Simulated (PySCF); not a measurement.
Spin states of SiN

Unrestricted PBE0; Si def2-TZVP, N def2-TZVP; no relativity (PySCF 2.14). Outer shells of the fragments: Si 3s2 3p2; N 2s2 2p3.

Followed along the bond (rough minima from three points):

| 2Ms+1 | unpaired | ⟨S²⟩ at the start | R at minimum (Å) | Te (eV) |
| --- | --- | --- | --- | --- |
| 2 | σ ↑ | 0.92 | 1.57 | 0.00 |
| 2 | π ↑ | 0.79 | 1.64 | 0.13 |
| 4 | π ↑↑↑ | 3.77 | none in the scan | ≤ 2.41 |
| 6 | σ ↑, π ↑↑↑↑ | 8.76 | none in the scan | ≤ 4.47 |

Solutions found at the starting distance of 1.770 Å, counted from the lowest of them; the search is not exhaustive and high or unbound solutions are not listed, so other states can lie among these:

| 2Ms+1 | unpaired | term | E (eV) | ⟨S²⟩ | ⟨Lz²⟩ | μ (D) |
| --- | --- | --- | --- | --- | --- | --- |
| 2 | π ↑ | ²Π | 0.00 | 0.79 | 1.01 | -2.98 |
| 2 | σ ↑ | ²Σ⁺ | 0.32 | 0.92 | 0.00 | -2.98 |
| 4 | π ↑↑↑ | ⁴Π | 2.13 | 3.77 | 1.01 | -0.54 |
| 4 | σ ↑, π ↑↑ | mixed | 2.23 | 3.78 | 2.02 | -1.49 |
| 2 | π ↑↑↓ | mixed | 2.69 | 1.76 | 3.03 | -0.50 |
| 4 | σ ↑, π ↑↑ | mixed | 2.70 | 3.76 | 2.01 | -1.57 |

A term symbol is given only where ⟨S²⟩ and ⟨Lz²⟩ are close to those of a pure state; real π, δ and φ orbitals otherwise mix terms. A positive dipole means Si(−)N(+).

Task: Compare the gap between the two lowest followed solutions at the starting distance with the gap between their minima.

Result: At PBE0 the second solution (doublet, unpaired electrons π ↑) lies -0.32 eV from the first (doublet, unpaired electrons σ ↑) at 1.770 Å and +0.13 eV at the minima; the two curves relax by different amounts, since their minima lie near 1.64 and 1.57 Å.

Counting both spins, an empty level lies below a filled one in some of these solutions, because spin and occupation are held.
